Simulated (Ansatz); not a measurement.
System: rock-salt MgS. Method: PBEsol (Ansatz, a first-principles code, PAW).

Run with plane-wave cutoff 500 eV, 14×14×14 k mesh, gaussian smearing 0.02 eV, scalar-relativistic PAW data made under PBE.

Cell (relaxed at this level):

MgS has the cubic space group Fm-3m (No. 225), the rock salt structure, Pearson symbol cF8. Cell: a = b = c = 5.1817 Å, α = β = γ = 90.00°. Mg on 4a sees 6 S at 2.591 Å (octahedral). S on 4b sees 6 Mg at 2.591 Å (octahedral). (Neighbours: up to the widest gap in distance over summed covalent radii, below 1.35, at either atom; cation-cation and far metal-metal contacts left out.)
(The calculation used a cell of 2 atoms; values per cell refer to that cell.)

Task: What does this level give for the band gap?

Result: 
- band gap = 2.73 eV (on the SCF k mesh)

Static lattice: no zero-point or thermal effects.
